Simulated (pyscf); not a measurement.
5 gas-phase steps of one pattern: four-centre exchange on the singlet surface, B–Cl + H–H or Cl–Ga + H–H or F–In + H–H broken and B–H + Cl–H or Cl–H + Ga–H or F–H + H–In formed. Structures and frequencies: ωB97X-D3(BJ)/def2-SVP in PySCF. Electronic energies in eV, from the separated reactants; ΔE‡ and ΔE at ωB97M-D3(BJ)/def2-TZVP. Rows were drawn at random from the steps of this pattern with a verified saddle, stable references and no exit in the data more than 5 kcal/mol lower.

```csv
row,step,ΔE,ΔE‡
1,H₂N–InH–F + H₂ → H₂N–InH₂ + HF,+0.53,0.88
2,H₂N–B(Cl)–Cl + H₂ -> H₂N–BH–Cl + HCl,+0.57,?
3,HO–B(Cl)–BH–Cl + H₂ -> H₂B–B(OH)–Cl + HCl,+0.79,1.06
4,Cl–GaH₂ + H₂ → GaH₃ + HCl,+1.15,1.30
5,H₃C–Ga(CH₃)–Cl + H₂ → H₃C–GaH–CH₃ + HCl,+1.28,1.35
```

### Question
From a straight line through the complete rows, estimate the missing barrier and say how far the line can be trusted.

### Answer
Over the 4 complete rows the means are +0.94 (ΔE) and 1.15 (ΔE‡); least squares gives b = 0.64 and a = 0.55 eV, with residuals of 0.01 eV (root mean square; largest 0.02, row 5). For row 2: 0.55 + 0.64 × (+0.57) = 0.91 eV. The computed barrier is 2.04 eV, 1.13 over the line. The line follows the complete rows closely but misses this one by more than their scatter. Each barrier is that of the saddle found. Elements up to Kr have no core potential and no relativistic terms here. Elements past Kr carry the def2 core potentials, without spin-orbit coupling.
